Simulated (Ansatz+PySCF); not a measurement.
The numbers below are computed, except where a source is named.
Input for Ansatz (development build ahead of 0.2.0):

```yaml
crystal:
  periodic: [false, false, false]
  atoms:
    - { symbol: C, position_ang: [0.0, 0.0, 0.0] }
    - { symbol: Si, position_ang: [0.96189, 1.28252, 2.77673] }
basis:
  gaussian: { orbitals: STO-3G }
hamiltonian:
  xc: hf
correlation:
  method: fci
  frozen_orbitals: { C: 1, Si: 5 }
```

The input is written out in the form of the current development build from the run's settings.

The run gave:

```json
{
 "Converged": "yes",
 "Total energy": "-322.70378 hartree",
 "State": "lowest singlet root, of any spatial symmetry"
}
```

Caution: another spin multiplicity may lie lower.
